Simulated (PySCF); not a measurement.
Species: C3H2ClNS.
InChI=1S/C3H2ClNS/c4-3-1-6-2-5-3/h1-2H

A linear-response calculation (PySCF, def2-SVPD basis, gas phase, vertical, core orbitals frozen in the response) gave these numbers; the functional is withheld.

Orbital energies (eV): HOMO-3 -9.27, HOMO-2 -8.74, HOMO-1 -8.60, HOMO -7.33, LUMO -1.32, LUMO+1 -0.26, LUMO+2 0.46.

```tsv
state	E (eV)	f	main configurations (H = HOMO, L = LUMO)
S1	5.29	0.063	H→L (94%)
S2	5.54	0.0001	H-1→L (99%)
S3	5.67	0.0005	H→L+1 (97%)
S4	6.41	0.014	H-2→L (72%), H→L+2 (22%)
S5	6.73	0.0009	H→L+3 (87%)
S6	6.74	0.0021	H-3→L (96%)
```

Triplets (Tamm–Dancoff): T1 3.60 eV, H→L (91%); T2 4.98 eV, H-2→L (92%); T3 5.02 eV, H-1→L (89%), H-1→L+2 (9%); T4 5.31 eV, H→L+1 (93%).

Vertical ionisation energy by ΔSCF with the same functional: 9.31 eV. Mean static polarisability: 71.6 au.

**Question.** Name the functional.
A. PBE0
B. HF
C. PBE
D. CAM-B3LYP

**Answer.** A. PBE0 is a global hybrid with 25% exact exchange. In this run −ε(HOMO) = 7.33 eV differs from the ΔSCF value by -1.97 eV, and S1 differs from the orbital gap of 6.01 eV by -0.72 eV. The ratio −ε(HOMO)/IP is 0.79. Small neutral molecules mostly give 0.7 to 0.83 with PBE0, 0.5 to 0.7 with PBE, 0.85 to 0.93 with CAM-B3LYP; with Hartree–Fock the ratio is 1 or more (Koopmans' value less the relaxation energy is the ΔSCF value). The other options: PBE, a GGA without exact exchange; HF, time-dependent Hartree–Fock, 100% exact exchange; CAM-B3LYP, range-separated, 19% exact exchange at short range and 65% at long range (ω = 0.33 bohr⁻¹).

Computed with PySCF, TDDFT PBE0/def2-SVPD, vertical, gas phase, core orbitals frozen in the response. Isolated species at its PBE0-D3(BJ)/def2-SVP geometry, gas phase.
